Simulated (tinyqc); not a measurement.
Worked calculation: RHF in the sto-3g basis, for HF, spin multiplicity 1. Computed by tinyqc, a small Python program that keeps every step (integrals from PySCF). Settings: charge = 0, multiplicity = 1, basis = sto-3g, energy threshold = 1e-08, iteration cap = 63, orthogonalisation = canonical, start = atomic densities, DIIS depth = 8, DIIS from iteration = 2, method = RHF. Command: `OMP_NUM_THREADS=1 python tinyqc.py 23927 23928 out.jsonl` (the two numbers bound the seeds that draw the settings). One thread of a shared host (Intel(R) Xeon(R) Processor @ 2.60GHz), about 0.07 s of CPU time with the checks. Later iterations appear only in the table of the cycle.

## One-electron integrals

Geometry (angstrom):
```
atom         x         y         z
F     0.000000  0.000000  0.000000
H     0.000000  0.000000  0.957000
```

Basis sto-3g: exponents (1/bohr^2) and contraction coefficients of normalised primitives:
```
element  l (shell)    exponent  coefficient
F            s (1)  166.679130     0.154329
F            s (1)   30.360812     0.535328
F            s (1)    8.216821     0.444635
F            s (2)    6.464803    -0.099967
F            s (2)    1.502281     0.399513
F            s (2)    0.488588     0.700115
F            p (3)    6.464803     0.155916
F            p (3)    1.502281     0.607684
F            p (3)    0.488588     0.391957
H            s (1)    3.425251     0.154329
H            s (1)    0.623914     0.535328
H            s (1)    0.168855     0.444635
```

Overlap, kinetic and nuclear-attraction integrals over the contracted functions; the nuclear repulsion is the sum of Za Zb / Rab.

nuclear repulsion = 4.97658819 hartree

overlap S, order 1F 1s, 1F 2s, 1F 2px, 1F 2py, 1F 2pz, 2H 1s:
$$\begin{pmatrix}
1.000000 & 0.237990 & 0.000000 & 0.000000 & 0.000000 & 0.044979 \\
0.237990 & 1.000000 & 0.000000 & 0.000000 & 0.000000 & 0.422477 \\
0.000000 & 0.000000 & 1.000000 & 0.000000 & 0.000000 & 0.000000 \\
0.000000 & 0.000000 & 0.000000 & 1.000000 & 0.000000 & 0.000000 \\
0.000000 & 0.000000 & 0.000000 & 0.000000 & 1.000000 & 0.335207 \\
0.044979 & 0.422477 & 0.000000 & 0.000000 & 0.335207 & 1.000000
\end{pmatrix}$$

kinetic energy T (hartree), order 1F 1s, 1F 2s, 1F 2px, 1F 2py, 1F 2pz, 2H 1s:
$$\begin{pmatrix}
36.984577 & -0.212858 & 0.000000 & 0.000000 & 0.000000 & -0.002481 \\
-0.212858 & 1.037995 & 0.000000 & 0.000000 & 0.000000 & 0.108189 \\
0.000000 & 0.000000 & 3.248015 & 0.000000 & 0.000000 & 0.000000 \\
0.000000 & 0.000000 & 0.000000 & 3.248015 & 0.000000 & 0.000000 \\
0.000000 & 0.000000 & 0.000000 & 0.000000 & 3.248015 & 0.243837 \\
-0.002481 & 0.108189 & 0.000000 & 0.000000 & 0.243837 & 0.760032
\end{pmatrix}$$

nuclear attraction V (hartree), order 1F 1s, 1F 2s, 1F 2px, 1F 2py, 1F 2pz, 2H 1s:
$$\begin{pmatrix}
-77.562534 & -9.308406 & 0.000000 & 0.000000 & -0.013825 & -1.811266 \\
-9.308406 & -12.090966 & 0.000000 & 0.000000 & -0.166976 & -3.919930 \\
0.000000 & 0.000000 & -11.962937 & 0.000000 & 0.000000 & 0.000000 \\
0.000000 & 0.000000 & 0.000000 & -11.962937 & 0.000000 & 0.000000 \\
-0.013825 & -0.166976 & 0.000000 & 0.000000 & -12.068480 & -2.752913 \\
-1.811266 & -3.919930 & 0.000000 & 0.000000 & -2.752913 & -6.022127
\end{pmatrix}$$

core Hamiltonian H = T + V (hartree), order 1F 1s, 1F 2s, 1F 2px, 1F 2py, 1F 2pz, 2H 1s:
$$\begin{pmatrix}
-40.577957 & -9.521264 & 0.000000 & 0.000000 & -0.013825 & -1.813748 \\
-9.521264 & -11.052971 & 0.000000 & 0.000000 & -0.166976 & -3.811741 \\
0.000000 & 0.000000 & -8.714922 & 0.000000 & 0.000000 & 0.000000 \\
0.000000 & 0.000000 & 0.000000 & -8.714922 & 0.000000 & 0.000000 \\
-0.013825 & -0.166976 & 0.000000 & 0.000000 & -8.820466 & -2.509075 \\
-1.813748 & -3.811741 & 0.000000 & 0.000000 & -2.509075 & -5.262095
\end{pmatrix}$$

## Two-electron integrals

Functions are numbered as in S; the eight-fold symmetry (ij|kl) = (ji|kl) = (kl|ij) leaves the list below.

Two-electron integrals (ij|kl) in chemists' order, unique and non-zero (hartree):
```
(11|11) 5.403501   (21|11) 0.841920   (21|21) 0.156299   (22|11) 1.268028
(22|21) 0.292344   (22|22) 0.926167   (31|31) 0.027998   (32|31) 0.043169
(32|32) 0.204588   (33|11) 1.264502   (33|21) 0.292403   (33|22) 0.925959
(33|33) 0.997514   (41|41) 0.027998   (42|41) 0.043169   (42|42) 0.204588
(43|43) 0.053770   (44|11) 1.264502   (44|21) 0.292403   (44|22) 0.925959
(44|33) 0.889973   (44|44) 0.997514   (51|51) 0.027998   (52|51) 0.043169
(52|52) 0.204588   (53|53) 0.053770   (54|54) 0.053770   (55|11) 1.264502
(55|21) 0.292403   (55|22) 0.925959   (55|33) 0.889973   (55|44) 0.889973
(55|55) 0.997514   (61|11) 0.161675   (61|21) 0.029747   (61|22) 0.055240
(61|33) 0.055157   (61|44) 0.055157   (61|51) 0.001219   (61|52) 0.002277
(61|55) 0.055413   (61|61) 0.005720   (62|11) 0.393913   (62|21) 0.091970
(62|22) 0.323286   (62|33) 0.318665   (62|44) 0.318665   (62|51) 0.006245
(62|52) 0.047974   (62|55) 0.332217   (62|61) 0.017739   (62|62) 0.136841
(63|31) 0.009814   (63|32) 0.057443   (63|53) 0.010193   (63|63) 0.020676
(64|41) 0.009814   (64|42) 0.057443   (64|54) 0.010193   (64|64) 0.020676
(65|11) 0.261290   (65|21) 0.061811   (65|22) 0.232652   (65|33) 0.222580
(65|44) 0.222580   (65|51) 0.013497   (65|52) 0.090376   (65|55) 0.252535
(65|61) 0.012443   (65|62) 0.120692   (65|65) 0.126345   (66|11) 0.532248
(66|21) 0.126315   (66|22) 0.510865   (66|33) 0.493018   (66|44) 0.493018
(66|51) 0.011219   (66|52) 0.119978   (66|55) 0.545957   (66|61) 0.024541
(66|62) 0.271904   (66|65) 0.278546   (66|66) 0.774606
```

## Orthogonalisation

S = U s U^T; canonical form X = U s^(-1/2), so that X^T S X = 1. Each column of U has its largest component positive (the first on a tie).

eigenvalues of S: [0.440523, 0.845637, 1.000000, 1.000000, 1.125187, 1.588653]

X, order 1F 1s, 1F 2s, 1F 2px, 1F 2py, 1F 2pz, 2H 1s:
$$\begin{pmatrix}
0.297306 & 0.761091 & 0.000000 & 0.000000 & -0.587486 & 0.228396 \\
-0.890028 & -0.443229 & 0.000000 & 0.000000 & -0.351870 & 0.466415 \\
0.000000 & 0.000000 & -0.384355 & 0.923185 & 0.000000 & 0.000000 \\
0.000000 & 0.000000 & 0.923185 & 0.384355 & 0.000000 & 0.000000 \\
-0.605834 & 0.579354 & 0.000000 & 0.000000 & 0.606964 & 0.296804 \\
1.011165 & -0.266792 & 0.000000 & 0.000000 & 0.226678 & 0.521213
\end{pmatrix}$$

Within a degenerate level the vectors are fixed only up to a rotation; this is one choice.

## Starting guess

The start is atomic minimal-basis densities projected into this basis (PySCF's MINAO start) and scaled to the electron count of each spin; this density is not idempotent, so its energy is not variational and may lie below the converged one.

D at the start, order 1F 1s, 1F 2s, 1F 2px, 1F 2py, 1F 2pz, 2H 1s:
$$\begin{pmatrix}
2.156762 & -0.504874 & 0.000000 & 0.000000 & 0.016012 & -0.016396 \\
-0.504874 & 2.132271 & 0.000000 & 0.000000 & -0.090603 & 0.042564 \\
0.000000 & 0.000000 & 1.636976 & 0.000000 & 0.000000 & 0.000000 \\
0.000000 & 0.000000 & 0.000000 & 1.636976 & 0.000000 & 0.000000 \\
0.016012 & -0.090603 & 0.000000 & 0.000000 & 1.511321 & 0.164758 \\
-0.016396 & 0.042564 & 0.000000 & 0.000000 & 0.164758 & 1.021059
\end{pmatrix}$$

## Iteration 1: building the Fock matrix

J_ij = sum D_kl (ij|kl), K_ij = sum D_kl (ik|jl); F = H + J - 0.5 K; E = tr D H + tr D J / 2 - 0.25 tr D K + E_nn.

Coulomb J (hartree), order 1F 1s, 1F 2s, 1F 2px, 1F 2py, 1F 2pz, 2H 1s:
$$\begin{pmatrix}
20.216496 & 3.836780 & 0.000000 & 0.000000 & 0.009469 & 0.730880 \\
3.836780 & 9.469442 & 0.000000 & 0.000000 & 0.120604 & 3.311397 \\
0.000000 & 0.000000 & 9.443239 & 0.000000 & 0.000000 & 0.000000 \\
0.000000 & 0.000000 & 0.000000 & 9.443239 & 0.000000 & 0.000000 \\
0.009469 & 0.120604 & 0.000000 & 0.000000 & 9.494796 & 2.427548 \\
0.730880 & 3.311397 & 0.000000 & 0.000000 & 2.427548 & 5.432586
\end{pmatrix}$$

exchange K (hartree), order 1F 1s, 1F 2s, 1F 2px, 1F 2py, 1F 2pz, 2H 1s:
$$\begin{pmatrix}
11.274660 & 1.945481 & 0.000000 & 0.000000 & 0.012774 & 0.407736 \\
1.945481 & 3.175788 & 0.000000 & 0.000000 & 0.106631 & 1.321911 \\
0.000000 & 0.000000 & 2.284259 & 0.000000 & 0.000000 & 0.000000 \\
0.000000 & 0.000000 & 0.000000 & 2.284259 & 0.000000 & 0.000000 \\
0.012774 & 0.106631 & 0.000000 & 0.000000 & 2.356107 & 0.883504 \\
0.407736 & 1.321911 & 0.000000 & 0.000000 & 0.883504 & 1.428419
\end{pmatrix}$$

Fock matrix F (hartree), order 1F 1s, 1F 2s, 1F 2px, 1F 2py, 1F 2pz, 2H 1s:
$$\begin{pmatrix}
-25.998792 & -6.657225 & 0.000000 & 0.000000 & -0.010743 & -1.286736 \\
-6.657225 & -3.171423 & 0.000000 & 0.000000 & -0.099687 & -1.161299 \\
0.000000 & 0.000000 & -0.413812 & 0.000000 & 0.000000 & 0.000000 \\
0.000000 & 0.000000 & 0.000000 & -0.413812 & 0.000000 & 0.000000 \\
-0.010743 & -0.099687 & 0.000000 & 0.000000 & -0.503723 & -0.523279 \\
-1.286736 & -1.161299 & 0.000000 & 0.000000 & -0.523279 & -0.543718
\end{pmatrix}$$

total energy of this density = -99.40569620 hartree

This density is the starting one; it is not idempotent, so its energy is not variational and may lie below the converged one.

## Iteration 1: diagonalisation and new density

Diagonalise F' = X^T F X, C = X C', fill 5 alpha and 5 beta electrons from the bottom; D = 2 C_occ C_occ^T. Each column has its largest component positive (the first on a tie).

F' = X^T F X (hartree):
$$\begin{pmatrix}
-0.173874 & -2.430593 & 0.000000 & 0.000000 & 1.926627 & -0.657038 \\
-2.430593 & -10.947991 & 0.000000 & 0.000000 & 10.681179 & -5.717538 \\
0.000000 & 0.000000 & -0.413812 & 0.000000 & 0.000000 & 0.000000 \\
0.000000 & 0.000000 & 0.000000 & -0.413812 & 0.000000 & 0.000000 \\
1.926627 & 10.681179 & 0.000000 & 0.000000 & -11.897530 & 6.412598 \\
-0.657038 & -5.717538 & 0.000000 & 0.000000 & 6.412598 & -4.718518
\end{pmatrix}$$

orbital energies (hartree): MO1 -26.008784, MO2 -1.592632, MO3 -0.617305, MO4 -0.413812, MO5 -0.413812, MO6 0.480808

coefficients C, order 1F 1s, 1F 2s, 1F 2px, 1F 2py, 1F 2pz, 2H 1s:
$$\begin{pmatrix}
0.994678 & -0.251050 & 0.068364 & 0.000000 & 0.000000 & 0.088716 \\
0.022402 & 0.946907 & -0.343719 & 0.000000 & 0.000000 & -0.560962 \\
0.000000 & 0.000000 & 0.000000 & 0.438738 & 0.898615 & 0.000000 \\
0.000000 & 0.000000 & 0.000000 & 0.898615 & -0.438738 & 0.000000 \\
0.002027 & 0.082760 & 0.797598 & 0.000000 & 0.000000 & -0.718448 \\
-0.004732 & 0.149287 & 0.392354 & 0.000000 & 0.000000 & 1.113745
\end{pmatrix}$$

D after iteration 1, order 1F 1s, 1F 2s, 1F 2px, 1F 2py, 1F 2pz, 2H 1s:
$$\begin{pmatrix}
2.114169 & -0.477871 & 0.000000 & 0.000000 & 0.071533 & -0.030725 \\
-0.477871 & 2.030557 & 0.000000 & 0.000000 & -0.391477 & 0.012790 \\
0.000000 & 0.000000 & 2.000000 & 0.000000 & 0.000000 & 0.000000 \\
0.000000 & 0.000000 & 0.000000 & 2.000000 & 0.000000 & 0.000000 \\
0.071533 & -0.391477 & 0.000000 & 0.000000 & 1.286032 & 0.650573 \\
-0.030725 & 0.012790 & 0.000000 & 0.000000 & 0.650573 & 0.352502
\end{pmatrix}$$

Within a degenerate level the vectors are fixed only up to a rotation; this is one choice.

## Iteration 2: building the Fock matrix

As before.

Coulomb J (hartree), order 1F 1s, 1F 2s, 1F 2px, 1F 2py, 1F 2pz, 2H 1s:
$$\begin{pmatrix}
20.405995 & 3.895328 & 0.000000 & 0.000000 & -0.008192 & 0.740772 \\
3.895328 & 9.664375 & 0.000000 & 0.000000 & 0.006965 & 3.321879 \\
0.000000 & 0.000000 & 9.661789 & 0.000000 & 0.000000 & 0.000000 \\
0.000000 & 0.000000 & 0.000000 & 9.661789 & 0.000000 & 0.000000 \\
-0.008192 & 0.006965 & 0.000000 & 0.000000 & 9.642977 & 2.376912 \\
0.740772 & 3.321879 & 0.000000 & 0.000000 & 2.376912 & 5.264664
\end{pmatrix}$$

exchange K (hartree), order 1F 1s, 1F 2s, 1F 2px, 1F 2py, 1F 2pz, 2H 1s:
$$\begin{pmatrix}
11.079052 & 1.921791 & 0.000000 & 0.000000 & 0.003060 & 0.384210 \\
1.921791 & 3.126405 & 0.000000 & 0.000000 & -0.099608 & 1.145997 \\
0.000000 & 0.000000 & 2.626496 & 0.000000 & 0.000000 & 0.000000 \\
0.000000 & 0.000000 & 0.000000 & 2.626496 & 0.000000 & 0.000000 \\
0.003060 & -0.099608 & 0.000000 & 0.000000 & 2.305881 & 0.838874 \\
0.384210 & 1.145997 & 0.000000 & 0.000000 & 0.838874 & 1.066399
\end{pmatrix}$$

Fock matrix F (hartree), order 1F 1s, 1F 2s, 1F 2px, 1F 2py, 1F 2pz, 2H 1s:
$$\begin{pmatrix}
-25.711488 & -6.586831 & 0.000000 & 0.000000 & -0.023547 & -1.265080 \\
-6.586831 & -2.951798 & 0.000000 & 0.000000 & -0.110206 & -1.062860 \\
0.000000 & 0.000000 & -0.366381 & 0.000000 & 0.000000 & 0.000000 \\
0.000000 & 0.000000 & 0.000000 & -0.366381 & 0.000000 & 0.000000 \\
-0.023547 & -0.110206 & 0.000000 & 0.000000 & -0.330429 & -0.551600 \\
-1.265080 & -1.062860 & 0.000000 & 0.000000 & -0.551600 & -0.530630
\end{pmatrix}$$

total energy of this density = -98.53894822 hartree

## Iteration 2: diagonalisation and new density

As before.

F' = X^T F X (hartree):
$$\begin{pmatrix}
-0.070965 & -2.420926 & 0.000000 & 0.000000 & 1.830737 & -0.741558 \\
-2.420926 & -10.709465 & 0.000000 & 0.000000 & 10.657359 & -5.707231 \\
0.000000 & 0.000000 & -0.366381 & 0.000000 & 0.000000 & 0.000000 \\
0.000000 & 0.000000 & 0.000000 & -0.366381 & 0.000000 & 0.000000 \\
1.830737 & 10.657359 & 0.000000 & 0.000000 & -11.693199 & 6.320379 \\
-0.741558 & -5.707231 & 0.000000 & 0.000000 & 6.320379 & -4.582327
\end{pmatrix}$$

orbital energies (hartree): MO1 -25.721574, MO2 -1.386803, MO3 -0.532846, MO4 -0.366381, MO5 -0.366381, MO6 0.585268

coefficients C, order 1F 1s, 1F 2s, 1F 2px, 1F 2py, 1F 2pz, 2H 1s:
$$\begin{pmatrix}
0.994641 & -0.246897 & 0.088162 & 0.000000 & 0.000000 & 0.083148 \\
0.022683 & 0.925024 & -0.444052 & 0.000000 & 0.000000 & -0.525918 \\
0.000000 & 0.000000 & 0.000000 & -0.175165 & 0.984539 & 0.000000 \\
0.000000 & 0.000000 & 0.000000 & 0.984539 & 0.175165 & 0.000000 \\
0.002750 & 0.105713 & 0.707030 & 0.000000 & 0.000000 & -0.805053 \\
-0.005439 & 0.179206 & 0.509339 & 0.000000 & 0.000000 & 1.060711
\end{pmatrix}$$

D after iteration 2, order 1F 1s, 1F 2s, 1F 2px, 1F 2py, 1F 2pz, 2H 1s:
$$\begin{pmatrix}
2.116082 & -0.489946 & 0.000000 & 0.000000 & 0.077935 & -0.009503 \\
-0.489946 & 2.106734 & 0.000000 & 0.000000 & -0.432217 & -0.121053 \\
0.000000 & 0.000000 & 2.000000 & 0.000000 & 0.000000 & 0.000000 \\
0.000000 & 0.000000 & 0.000000 & 2.000000 & 0.000000 & 0.000000 \\
0.077935 & -0.432217 & 0.000000 & 0.000000 & 1.022148 & 0.758094 \\
-0.009503 & -0.121053 & 0.000000 & 0.000000 & 0.758094 & 0.583141
\end{pmatrix}$$

Within a degenerate level the vectors are fixed only up to a rotation; this is one choice.

## Iteration 7 (converged): orbitals

converged F (hartree), order 1F 1s, 1F 2s, 1F 2px, 1F 2py, 1F 2pz, 2H 1s:
$$\begin{pmatrix}
-25.893909 & -6.623036 & 0.000000 & 0.000000 & -0.023009 & -1.271866 \\
-6.623036 & -3.041155 & 0.000000 & 0.000000 & -0.086679 & -1.074578 \\
0.000000 & 0.000000 & -0.463086 & 0.000000 & 0.000000 & 0.000000 \\
0.000000 & 0.000000 & 0.000000 & -0.463086 & 0.000000 & 0.000000 \\
-0.023009 & -0.086679 & 0.000000 & 0.000000 & -0.338612 & -0.561768 \\
-1.271866 & -1.074578 & 0.000000 & 0.000000 & -0.561768 & -0.546913
\end{pmatrix}$$

As before.

F' = X^T F X (hartree):
$$\begin{pmatrix}
-0.103716 & -2.476677 & 0.000000 & 0.000000 & 1.816605 & -0.737062 \\
-2.476677 & -10.820649 & 0.000000 & 0.000000 & 10.710459 & -5.725722 \\
0.000000 & 0.000000 & -0.463086 & 0.000000 & 0.000000 & 0.000000 \\
0.000000 & 0.000000 & 0.000000 & -0.463086 & 0.000000 & 0.000000 \\
1.816605 & 10.710459 & 0.000000 & 0.000000 & -11.795598 & 6.371875 \\
-0.737062 & -5.725722 & 0.000000 & 0.000000 & 6.371875 & -4.628012
\end{pmatrix}$$

orbital energies (hartree): MO1 -25.903647, MO2 -1.459437, MO3 -0.573185, MO4 -0.463086, MO5 -0.463086, MO6 0.588295

coefficients C, order 1F 1s, 1F 2s, 1F 2px, 1F 2py, 1F 2pz, 2H 1s:
$$\begin{pmatrix}
0.994748 & -0.250736 & 0.078099 & 0.000000 & 0.000000 & 0.080399 \\
0.022246 & 0.947105 & -0.409954 & 0.000000 & 0.000000 & -0.514191 \\
0.000000 & 0.000000 & 0.000000 & 0.999670 & 0.025693 & 0.000000 \\
0.000000 & 0.000000 & 0.000000 & -0.025693 & 0.999670 & 0.000000 \\
0.002662 & 0.077813 & 0.697911 & 0.000000 & 0.000000 & -0.816114 \\
-0.005324 & 0.150107 & 0.534176 & 0.000000 & 0.000000 & 1.052984
\end{pmatrix}$$

D after iteration 7, order 1F 1s, 1F 2s, 1F 2px, 1F 2py, 1F 2pz, 2H 1s:
$$\begin{pmatrix}
2.116982 & -0.494723 & 0.000000 & 0.000000 & 0.075287 & -0.002428 \\
-0.494723 & 2.131130 & 0.000000 & 0.000000 & -0.424709 & -0.153879 \\
0.000000 & 0.000000 & 2.000000 & 0.000000 & 0.000000 & 0.000000 \\
0.000000 & 0.000000 & 0.000000 & 2.000000 & 0.000000 & 0.000000 \\
0.075287 & -0.424709 & 0.000000 & 0.000000 & 0.986283 & 0.768947 \\
-0.002428 & -0.153879 & 0.000000 & 0.000000 & 0.768947 & 0.615809
\end{pmatrix}$$

Within a degenerate level the vectors are fixed only up to a rotation; this is one choice.

## Convergence

Stop when the energy changes by less than 1e-08 hartree and every element of the error matrix X^T (F D S - S D F) X is below 3e-05.

Course of the cycle:
```
iteration   E (hartree)     change  largest element of the error matrix
1          -99.40569620          -                             9.88e-01
2          -98.53894822   8.67e-01                             1.91e-01
3          -98.57223710  -3.33e-02                             2.70e-02
4          -98.57283648  -5.99e-04                             4.11e-03
5          -98.57284429  -7.80e-06                             1.10e-04
6          -98.57284430  -1.02e-08                             3.23e-06
7          -98.57284430  -1.08e-11                             2.27e-08
```

PySCF RHF in the same basis = -98.57284430 hartree

Converged in 7 iterations.

## Populations, bond orders and dipole

Mulliken: Z minus the diagonal of D S on the atom; Loewdin: the same with S^(1/2) D S^(1/2); Mayer order: 2 sum_s sum (D(s) S)_ij (D(s) S)_ji over the two atoms.

Charges (e):
```
atom   Mulliken    Loewdin
1F    -0.191554  -0.141021
2H     0.191554   0.141021
```

Mayer bond orders:
```
pair     order
2-1   0.963307
```

dipole moment about the origin, x y z (debye): [0.000000, 0.000000, 1.250563]
